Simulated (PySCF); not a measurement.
# Unknown compound

The spectra below were simulated for a compound C4H4O2.

¹H NMR (300 MHz, computed): δ 5.85 (br s, 1H), 3.40 (d, J = 4.3 Hz, 2H), 1.77 (t, J = 4.3 Hz, 1H).

¹³C{¹H} NMR (computed): δ 173.2 (C), 80.5 (C), 75.9 (CH), 28.4 (CH2).

PySCF calculation with geometry from PBE0-D3(BJ)/def2-SVP, NMR shieldings at PBE/pcSseg-2/GIAO and couplings computed with B3LYP/pcJ-1 (without the spin–dipole term); single conformer, equivalent nuclei averaged, relativity neglected, no solvent model.

Scale: ¹H (31.18 ppm), ¹³C (179.39 ppm) vs TMS (reference shieldings calculated alike).

Q: Propose a structure and justify it.

A: 
The formula gives 3 degrees of unsaturation (no ring in the answer). 4 carbon signals for 4 carbons: no two carbons are equivalent. Carbon types of the structure: 2 × C, 1 × CH, 1 × CH2, leaving 1 H on heteroatoms. δC 173.2: carboxylic acid carbon; lone-pair donation from the attached heteroatom keeps it upfield of a ketone carbonyl. δC 80.5: alkyne carbon; the triple bond shields along its axis, which puts it between sp3 and sp2 carbons. δC 75.9: terminal alkyne carbon; sp carbons lie upfield of alkene carbons because the cylindrical π system leaves one tensor component strongly shielded. δC 28.4: sp3 CH2 α to a carbonyl; α to the electron-withdrawing carbonyl group. δH 5.85: hydrogen on an acid hydroxyl oxygen; exchangeable, gas-phase position. δH 3.40: hydrogen on an sp3 CH2 α to a carbonyl. δH 1.77: hydrogen on a terminal alkyne carbon; it lies on the axis of the triple bond, in its shielding cone.

These data were computed for 3-butynoic acid.

The data come from this structure; uniqueness wasn't tested.

OH and NH positions are those of a molecule without intermolecular hydrogen bonds; in solution they move with solvent, concentration and temperature, and exchange usually removes their couplings. Splittings below 1 Hz are ignored in the labels, and close J values are merged. Shifts are as computed, not scaled to solution data. Of 1211 compounds with measured shifts, 218 miss one by over three times the rms of a fit or turn the order of signals round; such compounds aren't used in these exercises. Hydrogen bonding in solution deshields acid and N–H amide carbonyl carbons by as much as 10 ppm beyond these values.
